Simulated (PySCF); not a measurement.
phosphine (H3P), SMILES P. Atoms are numbered in the order given.

```xyz
4

P      0.0000     0.0000     0.1290
H     -1.0308    -0.5951    -0.6451
H      0.0000     1.1902    -0.6451
H      1.0308    -0.5951    -0.6451
```
Charge 0, spin multiplicity 1.

The structure is a stationary point at PBE0-D3(BJ)/def2-TZVPD.

Computed with M06-2X/def2-TZVPD (PySCF).

Symmetry labels are those of the subgroup Cs that the program uses (full group C3v).

**Question.** List the valence orbital energies around the gap with their symmetry. (An estimate is asked for; the answer gives what the named calculation found.)

**Answer.** 
| orbital | symmetry | energy (eV) |
|---|---|---|
| HOMO−7 | A' | -186.24 |
| HOMO−6 | A' | -134.94 |
| HOMO−5 | A" | -134.94 |
| HOMO−4 | A' | -134.88 |
| HOMO−3 | A' | -19.70 |
| HOMO−2 | A" | -11.98 |
| HOMO−1 | A' | -11.98 |
| HOMO | A' | -8.95 |
| LUMO | A' | 0.59 |
| LUMO+1 | A" | 1.40 |
| LUMO+2 | A' | 1.40 |
| LUMO+3 | A" | 3.38 |
